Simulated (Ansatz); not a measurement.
A made-up structure of C2H4B, doublet:

B1  (-1.405, -0.317, -0.819)
C2  (-0.067, 0.330, -0.238)
C3  (1.007, -0.110, 0.782)
H4  (-2.520, -0.761, -1.357)
H5  (0.093, 1.433, -0.761)
H6  (1.950, 0.604, 1.042)
H7  (0.942, -1.178, 1.351)
(Å)

It is relaxed with PBE-D4/def2-SVP and then PBE0-D4/def2-TZVP (Ansatz 0.2.0). Atoms count as bonded within 1.22 times the sum of their covalent radii (H–H: 0.88 Å). The end point is not checked to be a true minimum.

(1) Does its bonding change? (A judgement: the text doesn't fix the answer.)

Answers

(1) Computed: No: no bond forms or breaks.

Where it ends: The first stage lowers the energy by 1.50 eV in 6 steps. It ends as C₂H₄B ([BH][CH][CH2]):
```json
{"atom": "B1", "x (Å)": "-1.2549", "y (Å)": "-0.2833", "z (Å)": "-0.7316"}
{"atom": "C2", "x (Å)": "-0.0598", "y (Å)": "0.2942", "z (Å)": "-0.2126"}
{"atom": "C3", "x (Å)": "0.8996", "y (Å)": "-0.0984", "z (Å)": "0.6978"}
{"atom": "H4", "x (Å)": "-2.2502", "y (Å)": "-0.6795", "z (Å)": "-1.2120"}
{"atom": "H5", "x (Å)": "0.0824", "y (Å)": "1.2796", "z (Å)": "-0.6795"}
{"atom": "H6", "x (Å)": "1.7414", "y (Å)": "0.5392", "z (Å)": "0.9310"}
{"atom": "H7", "x (Å)": "0.8414", "y (Å)": "-1.0517", "z (Å)": "1.2070"}
```

Labels in which every atom is bracketed show which atoms are joined, not bond orders.

For scale, one of the runs: PBE0-D4/def2-TZVP relaxation, 117 basis functions, launched by `ansatz run in.yaml --threads 2 --pin off --events-out ev --progress --plain --max-ram 4352MiB`. The run took about 14 s on 2 CPU threads of an Arm Neoverse V2 (shared host).
